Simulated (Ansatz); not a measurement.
The first iterations of a band of BFH3N (6 atoms, charge 0, multiplicity 1).

Theory: RHF/cc-pVDZ (Ansatz).

```
movable images  : 5
climbing image  : yes
spring          : 5.0 eV/Å²
optimiser       : quadratic models (default)
start path      : through a guess of the saddle point
force threshold : 0.5 eV/Å
iteration limit : 60
end points      : relaxed
```

Image 0:

```xyz
6
Properties=species:S:1:pos:R:3
B 0.455 0.021 0.120
N 0.728 -0.016 1.480
H 0.014 -0.132 2.170
H 1.651 0.072 1.845
H 1.317 0.162 -0.698
F -0.816 -0.107 -0.295
```

Image 6:

```xyz
6
Properties=species:S:1:pos:R:3
B -0.518 -0.123 -1.222
N 1.118 0.149 1.382
H 0.731 0.635 2.175
H 1.543 -0.689 1.745
H 1.872 0.722 1.037
F -1.395 -0.693 -0.493
```

| iteration | highest image above the first end (eV) | largest band force component (eV/Å) |
| --- | --- | --- |
| 1 | 8.794 | 19.687 |
| 2 | 6.498 | 3.733 |
| 3 | 6.555 | 3.023 |
| 4 | 6.340 | 3.068 |
| 5 | 5.787 | 1.707 |
| 6 | 5.339 | 10.886 |

**Question.** Does the band converge within its limit, and where does its top end?

**Answer.** The forces met the threshold. It ended after 18 iterations with the highest image 5.313 eV above the first end. The threshold of 0.5 eV/Å is loose, so the images may lie well off the minimum-energy path. Neighbouring images differ by up to 4.1 eV, so the band resolves the path poorly. The order of the stationary point at the top wasn't checked. The orbitals stay closed-shell, which can raise the energy where a bond breaks towards radicals; this wasn't checked here.

Time of the run: 41 s on 1 thread of Arm Neoverse V1, with other jobs on the host, peak memory 0.092 GiB.
